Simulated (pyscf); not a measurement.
HO–ZrH(OH)–OH → O=Zr(OH)–OH + H₂ (elimination; singlet surface; H–O, H–Zr broken, H–H formed). Single points on ωB97X-D3(BJ)/def2-SVP structures (PySCF, gas phase). Energies in kcal/mol from the reactant's lowest minimum found.

```tsv
level	barrier	reaction energy
ωB97X-D3(BJ)/def2-TZVP	36.1	+36.3
PBE/def2-TZVP	26.0	+29.2
r²SCAN/def2-TZVP	29.8	+32.7
PBE0-D3(BJ)/def2-TZVP	32.5	+35.3
M06-2X/def2-TZVP	37.3	+36.3
ωB97M-D3(BJ)/def2-TZVP	36.6	+35.9
```

On the product side the descent ends in an adduct with a H–Zr contact, 8.4 kcal/mol under the separated species and 8.2 kcal/mol under the saddle at ωB97X-D3(BJ)/def2-TZVP. At ωB97X-D3(BJ)/def2-TZVP, PBE, r²SCAN, PBE0-D3(BJ) the saddle lies under the separated products, which points to a path from their complex (located at ωB97X-D3(BJ) alone), and parting the products costs more than the saddle. One saddle was located; it need not be the lowest between these sides. Elements past Kr carry the def2 core potentials, without spin-orbit coupling.
